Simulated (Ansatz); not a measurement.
Rutile CrO₂ was calculated with PBE in Ansatz (plane waves, PAW).

Run with plane-wave cutoff 520 eV, 12×12×18 k mesh (along the axes of the cell as run), Fermi–Dirac smearing 0.05 eV, spin-polarised with parallel moments, scalar-relativistic PAW data made under PBE.

Computed points:

```
V (Å³/atom)  E − E_lowest (meV/atom)  P (GPa)
-----------  -----------------------  -------
9.231                          12.00    10.42
9.423                           2.88     4.90
9.616                           0.00     0.00
9.808                           2.66    -4.33
10.000                         10.21    -8.16
```

Q: Fit the third-order Birch–Murnaghan equation and give B0 and B′.

A: V0 = 9.616 Å³/atom, B0 = 230 GPa, B′ = 5.1 (fit to the energies at full precision).

Shape and atoms are relaxed at each volume.

Measured, for comparison: bulk modulus 242 ± 2 GPa (temperature not stated, no zero-point or thermal correction, equation of state from high-pressure X-ray diffraction; as tabulated in Datta et al. (2023), arXiv:2307.04584). Computed (rounded) less measured: bulk modulus -5 %.

Note: the bulk modulus comes from volumes at which shape and atoms were relaxed.

Static lattice: no zero-point or thermal effects.

Ansatz is an electronic-structure program.
